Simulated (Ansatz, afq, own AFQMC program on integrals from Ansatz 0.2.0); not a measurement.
**Where AFQMC and coupled cluster stand for SiH$_{4}$, singlet**

```csv
atom,x (Å),y (Å),z (Å)
Si,0.0000,0.0000,0.0000
H,0.8558,0.8587,0.8568
H,-0.8596,-0.8544,0.8574
H,-0.8547,0.8555,-0.8611
H,0.8584,-0.8599,-0.8531
```

Basis 6-31G. Noble-gas cores (and the filled d shells of Ga–Kr and In–Xe) are frozen. Integrals, coupled cluster, full CI and functionals: Ansatz 0.2.0; the random walks run on the same integrals in our own AFQMC program. The CISD trial takes its coefficients from CCSD amplitudes. Released means that phaseless walkers are propagated on without the constraint, phases kept. Free projection: walkers drawn from exp(T), propagated without any constraint. Its projection time is finite, and what remains of the start isn't in its error. Error bars are statistical, one sigma.

Determinant: RHF, the one that the program's search chose, which needn't be the lowest solution. The geometry is a point of a scan.

Full CI on the same integrals is exact in this basis and with this determinant's frozen core.

```
T1 diagnostic                               : 0.0080
weight of the determinant in the CISD state : 0.942
size of the correlated space                : 8 electrons in 16 orbitals
```

| level | correlation energy (eV) |
| --- | --- |
| MP2 | -1.6741 |
| CCSD | -2.3117 |
| CCSD(T) | -2.3345 |

(1) Estimate where phaseless AFQMC with the Hartree–Fock trial lies against CCSD(T) on the same integrals.

(1) 0.85 ± 0.50 mEh below CCSD(T). The gap is under twice the noise, so this walk alone can't tell the two apart.

Reference: full CI, correlation energy -2.344 eV. The released energy is read at 2.40 1/Eh (meV from the phaseless value at times in 1/Eh: -0.3 ± 0.7 at 0.24, -0.9 ± 0.5 at 0.51, -0.3 ± 0.5 at 0.99, -1.0 ± 0.4 at 1.62, -0.5 ± 0.4 at 2.40).

```json
{"level": "CCSD(T)", "E − E(reference) (mEh)": "0.33", "share of correlation (%)": "99.61"}
{"level": "CCSDT", "E − E(reference) (mEh)": "0.03", "share of correlation (%)": "99.96"}
{"level": "CCSDT(Q)", "E − E(reference) (mEh)": "0.01", "share of correlation (%)": "99.99"}
{"level": "CCSDTQ", "E − E(reference) (mEh)": "0.00", "share of correlation (%)": "100.00"}
{"level": "ph-AFQMC/HF", "E − E(reference) (mEh)": "-0.52 ± 0.50", "share of correlation (%)": "100.60"}
{"level": "ph-AFQMC/CISD", "E − E(reference) (mEh)": "0.02 ± 0.03", "share of correlation (%)": "99.98"}
{"level": "released AFQMC", "E − E(reference) (mEh)": "0.00 ± 0.01", "share of correlation (%)": "100.00"}
{"level": "free AFQMC", "E − E(reference) (mEh)": "0.00 ± 0.02", "share of correlation (%)": "100.00"}
```

CCSDT and higher add their correlation energy to the determinant of the CCSD(T) run, since their own runs factorise the integrals more tightly (a shift of under 2 meV). Free projections are given only where their last times agree within the noise and don't stop above the reference; a slow remainder of the start can still hide under it. A walk keeps the symmetry of its determinant, which the program's search chose and which needn't be the lowest solution, so a lower state of the same spin and another symmetry isn't excluded. Released energies are given only where the last usable release times agree within the noise; a slower fall can still hide under it.
